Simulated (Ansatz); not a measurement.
## TaAs3: from a trial structure to a relaxed crystal

Level of theory: DFT PBE, scalar-relativistic, plane waves, PAW (Ansatz). Cutoff 420 eV, Γ-centred k mesh, Gaussian smearing, no spin polarisation in the final step.

TaAs3 was placed on the sites of a reported GeP3 cell (R-3m, No. 166), with Ta in place of Ge, As in place of P, at a guessed volume.

```
CELL_PARAMETERS angstrom
3.70101 2.13678 3.47598
-3.70101 2.13678 3.47598
0.00000 -4.27356 3.47598
ATOMIC_POSITIONS crystal
Ta 0.26900 0.26900 0.26900
Ta 0.73100 0.73100 0.73100
As 0.79700 0.25200 0.79700
As 0.79700 0.79700 0.25200
As 0.25200 0.79700 0.79700
As 0.20300 0.74800 0.20300
As 0.74800 0.20300 0.20300
As 0.20300 0.20300 0.74800
```

Cell and atoms relax at zero pressure; the relaxation can't lower the symmetry of the start. After a coarse first stage the cell is made exact in the group found at 0.06 Å.

Formation energies are uncorrected and refer to the elements' standard structures at the same level.

Q: What does it relax into?

A: It keeps R-3m (No. 166), but not the shape of the type it started on. Conventional cell: a = 7.823 Å, c = 8.710 Å. Ta is coordinated by 6 As at 2.71–2.73 Å, 1 Ta at 2.86 Å and 3 As at 3.06 Å; As is coordinated by 2 As at 2.59 Å, 2 Ta at 2.71–2.73 Å, 2 As at 3.00 Å and 1 Ta at 3.06 Å.

```cif
data_structure
_symmetry_space_group_name_H-M 'R-3m:H'
_symmetry_Int_Tables_number 166
_cell_length_a 7.8228
_cell_length_b 7.8228
_cell_length_c 8.7104
_cell_angle_alpha 90.000
_cell_angle_beta 90.000
_cell_angle_gamma 120.000
_cell_volume 461.62
loop_
_atom_site_label
_atom_site_type_symbol
_atom_site_symmetry_multiplicity
_atom_site_Wyckoff_symbol
_atom_site_fract_x
_atom_site_fract_y
_atom_site_fract_z
_atom_site_occupancy
Ta1 Ta 6 c 0.00000 0.00000 0.16407 1
As1 As 18 h 0.14863 0.85137 0.62773 1
```

Q: What are its volume, energy, density and gap?

A: The volume per atom is 19.23 Å³. The density is 8.76 g/cm³. The energy over the elements is 0.09 eV/atom. The gap on the 6×6×6 mesh is 0 eV (a metal).

The final run used a 6×6×6 mesh on its 8-atom cell and 0.10 eV smearing. For metals, differences of a few meV/atom aren't resolved. Spin–orbit coupling is left out. A structure relaxed within its symmetry needn't be a true minimum.

Cost: 3 runs of about 3.9 core-minutes in all, on Arm Neoverse V2 (shared hosts).